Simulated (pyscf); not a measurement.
H₃Si–SeH + hydrogen chloride (HCl) -> H₂Se + H₃Si–Cl (four-centre exchange; singlet surface; Se–Si, Cl–H broken, H–Se, Cl–Si formed). Optimised with ωB97X-D3(BJ)/def2-SVP in PySCF. Correlated levels are frozen-core, on RHF or UHF. ΔMP2 is the change of the MP2 total energy from the triple- to the quadruple-zeta basis. Energies in kJ/mol from the separated reactants.

| level | barrier | reaction energy |
|---|---|---|
| ωB97X-D3(BJ)/def2-TZVP | 114.3 | -28.6 |
| r²SCAN/def2-TZVP | 104.5 | -35.4 |
| B3LYP-D3(BJ)/def2-TZVP | 110.4 | -36.3 |
| HF/def2-TZVP | 190.9 | -45.2 |
| MP2/def2-QZVPP | [?] | -32.3 |
| CCSD(T)/def2-TZVPP | 133.3 | -32.5 |
| CCSD(T)/def2-TZVPP + ΔMP2(QZVPP) | [?] | [?] |

### Question
Some entries are withheld; supply them.

### Answer

- MP2/def2-QZVPP, barrier: 120.5
- CCSD(T)/def2-TZVPP + ΔMP2(QZVPP), barrier: 128.5
- CCSD(T)/def2-TZVPP + ΔMP2(QZVPP), reaction energy: -32.2

On the reactant side the descent ends in a complex, 18.2 kJ/mol under the separated species and 132.6 kJ/mol under the saddle at ωB97X-D3(BJ)/def2-TZVP. One saddle was located; it need not be the lowest between these sides. The CCSD(T) − MP2 part came from Ansatz, without density fitting, on the same reference. The frozen core leaves the outer d or s,p core shells of the metals and heavy elements correlated in the MP2 and CC values, and def2-TZVPP describes them poorly, which can shift differences by a few kcal/mol. Elements up to Kr have no core potential and no relativistic terms here.
